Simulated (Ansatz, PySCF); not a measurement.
Breaking a bond: Na2, singlet.

UHF/aug-cc-pVDZ (Ansatz, an electronic-structure program); RHF/aug-cc-pVDZ (Ansatz); UKS-PBE0 = unrestricted PBE0/aug-cc-pVDZ (Ansatz); RKS-PBE0 = restricted PBE0/aug-cc-pVDZ in Ansatz; UKS-PBE = Ansatz with unrestricted PBE/aug-cc-pVDZ; RKS-PBE = restricted PBE/aug-cc-pVDZ in Ansatz; UKS-B3LYP/6-31G* = unrestricted B3LYP/6-31G*, spherical d (PySCF 2.14.0); RKS-B3LYP/6-31G* = restricted B3LYP/6-31G*, spherical d in PySCF; UKS-B3LYP/3-21G = unrestricted B3LYP/3-21G (PySCF); RKS-B3LYP/3-21G = restricted B3LYP/3-21G (PySCF); UKS-LDA (SVWN5)/6-31G* = unrestricted LDA (SVWN5)/6-31G*, spherical d run with PySCF; RKS-LDA (SVWN5)/6-31G* = restricted LDA (SVWN5)/6-31G*, spherical d run with PySCF; UKS-BP86/6-31G* = PySCF with unrestricted BP86/6-31G*, spherical d; RKS-BP86/6-31G* = restricted BP86/6-31G*, spherical d (PySCF).

Scanned distances (Å): 2.47, 2.66, 2.78, 2.88, 2.99, 3.10, 3.15, 3.24, 3.44, 3.59, 3.79, 4.16, 4.68, 5.08, 5.65, 6.19, 6.78, 7.60, 8.46, 9.42.

Where does the unrestricted solution first break spin symmetry (<S²> of 0.01 or more)?

UHF: already at 2.47 Å; UKS-PBE0: between 3.59 and 3.79 Å; UKS-PBE: between 3.79 and 4.16 Å; UKS-B3LYP/6-31G*: between 3.79 and 4.16 Å; UKS-B3LYP/3-21G: between 4.16 and 4.68 Å; UKS-LDA (SVWN5)/6-31G*: between 4.16 and 4.68 Å; UKS-BP86/6-31G*: between 3.59 and 3.79 Å.

```
R / Å  <S²> UHF  E(RHF) − E(UHF) / kJ/mol  <S²> UKS-PBE0  E(RKS-PBE0) − E(UKS-PBE0) / kJ/mol  <S²> UKS-PBE  E(RKS-PBE) − E(UKS-PBE) / kJ/mol  <S²> UKS-B3LYP/6-31G*  E(RKS-B3LYP/6-31G*) − E(UKS-B3LYP/6-31G*) / kJ/mol  <S²> UKS-B3LYP/3-21G  E(RKS-B3LYP/3-21G) − E(UKS-B3LYP/3-21G) / kJ/mol  <S²> UKS-LDA (SVWN5)/6-31G*  E(RKS-LDA (SVWN5)/6-31G*) − E(UKS-LDA (SVWN5)/6-31G*) / kJ/mol  <S²> UKS-BP86/6-31G*  E(RKS-BP86/6-31G*) − E(UKS-BP86/6-31G*) / kJ/mol
-----  --------  ------------------------  -------------  ----------------------------------  ------------  --------------------------------  ---------------------  --------------------------------------------------  --------------------  ------------------------------------------------  ---------------------------  --------------------------------------------------------------  --------------------  ------------------------------------------------
2.47       0.17                       0.8           0.00                                 0.0          0.00                               0.0                   0.00                                                 0.0                  0.00                                               0.0                         0.00                                                             0.0                  0.00                                               0.0
2.66       0.24                       1.6           0.00                                 0.0          0.00                               0.0                   0.00                                                 0.0                  0.00                                               0.0                         0.00                                                             0.0                  0.00                                               0.0
2.78       0.28                       2.4           0.00                                 0.0          0.00                               0.0                   0.00                                                 0.0                  0.00                                               0.0                         0.00                                                             0.0                  0.00                                               0.0
2.88       0.33                       3.4           0.00                                 0.0          0.00                               0.0                   0.00                                                 0.0                  0.00                                               0.0                         0.00                                                             0.0                  0.00                                               0.0
2.99       0.38                       4.6           0.00                                 0.0          0.00                               0.0                   0.00                                                 0.0                  0.00                                               0.0                         0.00                                                             0.0                  0.00                                               0.0
3.10       0.43                       6.2           0.00                                 0.0          0.00                               0.0                   0.00                                                 0.0                  0.00                                               0.0                         0.00                                                             0.0                  0.00                                               0.0
3.15       0.45                       7.1           0.00                                 0.0          0.00                               0.0                   0.00                                                 0.0                  0.00                                               0.0                         0.00                                                             0.0                  0.00                                               0.0
3.24       0.49                       8.7           0.00                                 0.0          0.00                               0.0                   0.00                                                 0.0                  0.00                                               0.0                         0.00                                                             0.0                  0.00                                               0.0
3.44       0.57                      13.2           0.00                                 0.0          0.00                               0.0                   0.00                                                 0.0                  0.00                                               0.0                         0.00                                                             0.0                  0.00                                               0.0
3.59       0.63                      17.3           0.00                                 0.0          0.00                               0.0                   0.00                                                 0.0                  0.00                                               0.0                         0.00                                                             0.0                  0.00                                               0.0
3.79       0.70                      23.4           0.09                                 0.1          0.00                               0.0                   0.00                                                 0.0                  0.00                                               0.0                         0.00                                                             0.0                  0.01                                               0.0
4.16       0.80                      36.8           0.35                                 2.5          0.05                               0.0                   0.03                                                 0.0                  0.00                                               0.0                         0.00                                                             0.0                  0.20                                               0.8
4.68       0.90                      57.9           0.64                                 9.9          0.39                               2.4                   0.53                                                 4.0                  0.44                                               2.3                         0.34                                                             1.7                  0.49                                               4.6
5.08       0.94                      74.5           0.79                                17.6          0.61                               6.1                   0.74                                                10.1                  0.69                                               7.6                         0.56                                                             5.3                  0.68                                               9.1
5.65       0.97                      97.0           0.91                                29.6          0.83                              13.0                   0.89                                                20.2                  0.87                                              17.2                         0.78                                                            12.1                  0.84                                              16.4
6.19       0.99                     116.1           0.96                                40.6          0.94                              20.0                   0.95                                                29.3                  0.95                                              26.1                         0.90                                                            18.8                  0.93                                              23.0
6.78       0.99                     134.1           0.99                                51.1          0.98                              26.8                   0.98                                                37.5                  0.98                                              34.3                         0.96                                                            25.1                  0.97                                              28.9
7.60       1.00                     154.3           1.00                                62.2          1.00                              33.8                   1.00                                                45.8                  0.99                                              42.7                         0.99                                                            31.5                  0.99                                              34.8
8.46       1.00                     170.4           1.00                                69.8          1.00                              38.0                   1.00                                                51.5                  1.00                                              48.4                         1.00                                                            35.5                  1.00                                              38.3
9.42       1.00                     183.9           1.00                                74.9          1.00                              40.3                   1.00                                                55.4                  1.00                                              52.4                         1.00                                                            37.8                  1.00                                              40.4
```
